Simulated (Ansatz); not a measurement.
Seven cases of bond dissociation energy with Al to Br (electronic energies, kcal/mol); geometries: B3LYP-D3(BJ)/def2-TZVP. The cases were drawn at random from those of this class that have a high level and all functionals, leaving out states under which another spin lies or may lie. Left out are anions, K, Ca, elements past Kr, ionisation of Li, Na and Mg, pi-pi* triplets of linear molecules and other triplets made from a closed-shell parent. Runs that doubt their state, and full CI more than 15 mEh from coupled cluster, are set aside; a case stays where another high level and all functionals remain. AFQMC serves as high level only in triple zeta or larger, with a steady walk, a bar under 0.8 kcal/mol and agreement with other high levels or trials where they ran; where none ran, an unstable determinant or (outside 3d species) a high T1 diagnostic also bars it, so strongly correlated cases are thinned. No case was kept or dropped by the size of a functional's miss. High levels with a bar over 0.5 kcal/mol are left out too, and the seventh case lies inside the range of the six. Affinities count positive where energy is released, gaps as the second state minus the first. PBE is by Ansatz (a program for electronic structure) in def2-TZVPD. High levels (Ansatz): P = CCSD(T)/CBS(cc-pV(Q+d)Z,cc-pV(5+d)Z) + [CCSDT(Q) - CCSD(T)]/cc-pV(T+d)Z + core + X2C; Q = CCSD(T)/CBS(cc-pV(T+d)Z,cc-pV(Q+d)Z) + [CCSDT(Q) - CCSD(T)]/cc-pV(D+d)Z + core + X2C; R = CCSD(T)/CBS(cc-pV(T+d)Z,cc-pV(Q+d)Z) + [CCSDT(Q) - CCSD(T)]/cc-pV(T+d)Z + core + X2C; S = CCSD(T)/CBS(cc-pVQZ,cc-pV5Z) + [CCSDT(Q) - CCSD(T)]/cc-pVDZ. Open shells are spin-unrestricted; no spin-orbit coupling. Cores are frozen in correlated methods (noble-gas shells, and filled d and f shells in the p block). Rows without X2C or -DK are non-relativistic. CBS(X,Y): correlation extrapolated as X^-3, Hartree-Fock from the larger set (Q,5: extrapolated as (X+1)exp(-9√X)). A bracket is a step between two methods taken in the basis named. Functionals run without relativity, which enters their misses. '+ core + X2C': CCSD(T) terms for core correlation (cc-pwCVTZ, 1s frozen past Ne) and scalar relativity (cc-pVTZ-DK). For partners of very few electrons the exact lower level stands in for a higher one. Spin-orbit terms, left out, reach several kcal/mol for Br and I, and more for heavier atoms. The UHF reference of C2H3 ([CH]=C, doublet) is spin-contaminated (<S^2> up to 0.19 over the pure value in the sets run). The UHF reference of C2H2F ([H]/[C]=C/F, doublet) is spin-contaminated (<S^2> up to 0.18 over the pure value in the sets run).

```tsv
case	PBE	level	high level
C3H5Cl (SMILES C=CCCl) → C2H3 (SMILES [CH]=C, doublet) + CH2Cl (SMILES Cl[CH2], doublet)	100.4	Q	105.1
CHBrF2 (bromo(difluoro)methane, SMILES FC(F)Br) → CHF2 (SMILES F[CH]F, doublet) + Br (doublet)	75.1	S	74.5
C3H8S (methylsulfanylethane, SMILES CCSC) → CH3 (SMILES [CH3], doublet) + C2H5S (SMILES [CH2]SC, doublet)	84.4	Q	88.8
BHCl2 (SMILES ClBCl) → BHCl (SMILES [BH]Cl, doublet) + Cl (doublet)	124.1	P	125.0
BPH4 (SMILES BP) → BPH3 (SMILES [PH]B, doublet) + H (doublet)	86.4	R	90.1
CHCl3 (SMILES ClC(Cl)Cl) → CCl3 (SMILES Cl[C](Cl)Cl, doublet) + H (doublet)	92.9	Q	100.2
C2H2ClF (SMILES F/C=C\Cl) → C2H2F (SMILES [H]/[C]=C/F, doublet) + Cl (doublet)	100.0	Q	withheld
```

Fit a straight line from PBE to the high level over the first six rows by least squares, predict the seventh, and compare with the calculation.

Means: PBE 93.88, high level 97.28. Sxx = 1455.23, Sxy = 1447.73, slope 0.9948, intercept +3.89 kcal/mol; residual standard deviation 3.2 kcal/mol. Seventh row: 0.9948·(100.0) +3.89 = 103.4 kcal/mol. The calculation gave 98.7 kcal/mol: the line differs from it by +4.7, PBE itself by +1.3.
